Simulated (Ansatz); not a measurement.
`O/C=C\F` + H₂S → `F/C=C\S` + H₂O at 400 K and 1 bar (substitution at a C–O bond).

Isolated molecules relaxed with PBE0-D4/def2-TZVP in Ansatz; ΔE leaves out vibrations. CCSD(T)/CBS adds triple-zeta CCSD(T) − MP2 to the extrapolated MP2 energy (def2 sets, frozen cores). This one scheme is used for every species. Double bonds are as drawn, so ΔE can hold a change between cis and trans. One conformer a species, not always the lowest.

```csv
species,CCSD(T)/CBS energy (Eh),H − E (kJ/mol),S (J/(mol·K))
`O/C=C\F`,-252.83247,151.5,298.0
H₂S,-398.97279,53.4,215.9
`F/C=C\S`,-575.43795,139.2,315.6
H₂O,-76.37941,69.8,198.6
```

H − E and S are ideal-gas, rigid-rotor, harmonic terms from PBE0-D4/def2-TZVP, for one conformer and one mirror image of each species. 1 Eh = 2625.50 kJ/mol, R = 8.31446 J/(mol·K).

Q: By hand: ΔE, ΔH, ΔS and ΔG.

A: ΔE = (-575.43795) + (-76.37941) − (-252.83247) − (-398.97279) = -0.01210 Eh = -31.8 kJ/mol. Δ(H − E) = 139.2 + 69.8 − 151.5 − 53.4 = 4.1, so ΔH = -27.7 kJ/mol. ΔS = 315.6 + 198.6 − 298.0 − 215.9 = 0.3 J/(mol·K). ΔG = -27.7 − 400 × (0.3)/1000 = -27.8 kJ/mol.

Q: By hand: the equilibrium constant, and the temperature at which ΔG would vanish if ΔH and ΔS stayed fixed.

A: log₁₀ K = −ΔG/(RT ln 10) = 3.6. ΔH and −TΔS have one sign here, so there is no such temperature.

The number of gas molecules stays the same, so ΔS is small and ΔH decides. A doubt of 5 kJ/mol in ΔE shifts log₁₀ K by 0.7 here. Other conformers and mirror images would add mixing entropy, several J/(mol·K) or more a flexible species. These are equilibria of isolated gas molecules and say nothing of rates. Largest T1 diagnostic: 0.013 (customary marks: 0.02 for closed shells, 0.045 for open ones).

ΔS is within the doubt of such terms, so its sign, and with it that verdict, could turn.
